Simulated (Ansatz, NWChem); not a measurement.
# Heat of formation of Si2H6 (disilane) from total energies

Si2H6: 8 atoms, total charge 0, spin state singlet. As SMILES, `[SiH3][SiH3]`. Geometry: relaxed at PBE0-D4/def2-TZVP.

```xyz
8

Si   -0.3405    0.4902   -1.0049
Si    0.3635   -0.5044    0.9910
H     0.8339    0.9482   -1.7949
H    -1.1129   -0.4839   -1.8219
H    -1.2080    1.6641   -0.7179
H     1.1390    0.4686    1.8063
H     1.2281   -1.6805    0.7040
H    -0.8110   -0.9592    1.7826
```

Total energies at wB97X/aug-cc-pVDZ (NWChem 7.3.0); the atoms run unrestricted:

```
species    state  energy (Eh)
  Si2H6  singlet  -582.556600
     Si  triplet  -289.357771
      H  doublet    -0.501010
```

Harmonic wavenumbers at PBE0-D4/def2-TZVP, in cm⁻¹: 135, 362, 362, 433, 625, 625, 836, 910, 932, 932, 946, 946, 2213, 2220, 2222, 2222, 2232, 2232.

Measured heats of formation of the gaseous atoms at 298.15 K, in kJ/mol: Si 450.0, H 218.0. Spin-orbit lowering of the atoms at 298 K (mean of the ground term's levels less their thermal mean, from spectra), in kJ/mol: Si 0.44. Take 1 Eh = 2625.50 kJ/mol, 1 cm⁻¹ = 0.0119627 kJ/mol, RT = 2.479 kJ/mol.

Question: What heat of formation follows?

Answer: 
1. Electronic atomisation energy: 2 × (-289.357771) + 6 × (-0.501010) − (-582.556600) = 0.834998 Eh = 2192.3 kJ/mol.
2. Zero-point energy: half the sum of the wavenumbers, 10692.5 cm⁻¹ = 127.9 kJ/mol.
3. Thermal vibrational enthalpy, Σ hcν̃/(exp(hcν̃/kT) − 1): 5.9 kJ/mol. Translation, rotation and pV of a non-linear molecule: 4 RT = 9.9 kJ/mol.
4. The 8 free atoms carry 5/2 RT each: 49.6 kJ/mol.
5. Spin-orbit coupling lowers the free atoms by 2 × 0.44 = 0.9 kJ/mol.
6. Atomisation enthalpy at 298 K: 2192.3 − 0.9 − 127.9 − 5.9 − 9.9 + 49.6 = 2097.3 kJ/mol.
7. Sum of the atoms' heats of formation: 2208.0 kJ/mol. Heat of formation: 2208.0 − 2097.3 = +110.7 kJ/mol.

The tabulated value is +80.3 kJ/mol (CRC Handbook of Chemistry and Physics; in doubt: the best levels miss it by far, so the table may be at fault), so this level is off by +30.4 kJ/mol, or 1.4 % of the atomisation enthalpy that the table implies (2127.7 kJ/mol). Anharmonicity and any spin-orbit splitting of the molecule are left out.
